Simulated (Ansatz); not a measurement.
Geometry optimisation, RKS PBE-D4/cc-pVDZ (Ansatz 0.2.0).

The input (input.yaml):

```yaml
crystal:
  periodic: [false, false, false]
  atoms:
    - { symbol: B, position_ang: [0.0, 0.0, 0.0] }
    - { symbol: F, position_ang: [0.0, 0.0, 1.32] }
    - { symbol: Cl, position_ang: [1.6108, 0.0, -0.93] }
    - { symbol: H, position_ang: [-1.0305, 0.0, -0.595] }
basis:
  gaussian: { orbitals: cc-pVDZ }
hamiltonian:
  xc: pbe
  dispersion: d4
relax:
  f_tol: 0.02
  max_steps: 40
```

Command:

```bash
$ ansatz run input.yaml --threads 1 --pin off --max-ram 2048MiB --backend cpu --events-out ev --progress --plain --runs-dir out
```

**Question.** Where does it end, and by what steps?

**Answer.** The run converged. After 4 steps the energy has fallen by 0.105 eV; Cl3 moved furthest, 0.08 Å.

```tsv
step	energy less start (eV)	largest force component (eV/Å)	accepted
0	0.0000	1.514	yes
1	-0.0787	0.885	yes
2	-0.1037	0.122	yes
3	-0.1017	0.433	no
4	-0.1049	0.012	yes
```

```xyz
4
Properties=species:S:1:pos:R:3
B 0.018 0.000 -0.019
F 0.039 0.000 1.316
Cl 1.553 0.000 -0.882
H -1.030 0.000 -0.620
```

Whether the end is a true minimum wasn't checked by a vibrational analysis.

The run took 6.6 s on 1 thread of Arm Neoverse V1, with other jobs on the host, peak memory 0.11 GiB.
